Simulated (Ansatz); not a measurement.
System: α-quartz (SiO2). Method: B3LYP (VWN-RPA form) (plane waves, PAW; Ansatz, a quantum-chemistry and plane-wave program).

Run with plane-wave cutoff 460 eV, 6×6×4 k mesh (along the axes of the cell as run), Fermi–Dirac smearing 0.01 eV, scalar-relativistic PAW data made under PBE.

The cell has the measured lattice parameters. Conventional cell: a = 4.9134 Å, b = 4.9134 Å, c = 5.4051 Å, α = 90.00°, β = 90.00°, γ = 120.00°.

```yaml
crystal:
  lattice:
    - [2.45672, -4.25516, 0.00000]
    - [2.45672, 4.25516, 0.00000]
    - [0.00000, 0.00000, 5.40512]
  atoms:
    - { symbol: Si, position: [0.00000, 0.47000, 0.33333] }
    - { symbol: Si, position: [0.53000, 0.53000, 0.00000] }
    - { symbol: Si, position: [0.47000, 0.00000, 0.66667] }
    - { symbol: O, position: [0.26780, 0.41460, 0.21457] }
    - { symbol: O, position: [0.58540, 0.85320, 0.88124] }
    - { symbol: O, position: [0.73220, 0.14680, 0.45210] }
    - { symbol: O, position: [0.85320, 0.58540, 0.11876] }
    - { symbol: O, position: [0.41460, 0.26780, 0.78543] }
    - { symbol: O, position: [0.14680, 0.73220, 0.54790] }
```

List the 31 lowest band energies at Γ above −25 eV (eV, relative to the valence band maximum), grouping those that round alike.

At Γ: -20.60, -19.01 (×2), -18.35, -18.31 (×2), -8.52 (×2), -5.61, -5.53, -5.41 (×2), -3.09 (×2), -2.85, -2.55, -1.53 (×2), -1.51, -1.04 (×2), -0.73, -0.33 (×2), 8.13, 11.57 (×2), 12.09 (×2), 13.38, 14.14.

Note: the run warned that its exchange threshold was loose for the stress; cell and atoms aren't relaxed at this level (largest force component 0.13 eV/Å, pressure 3.9 GPa).
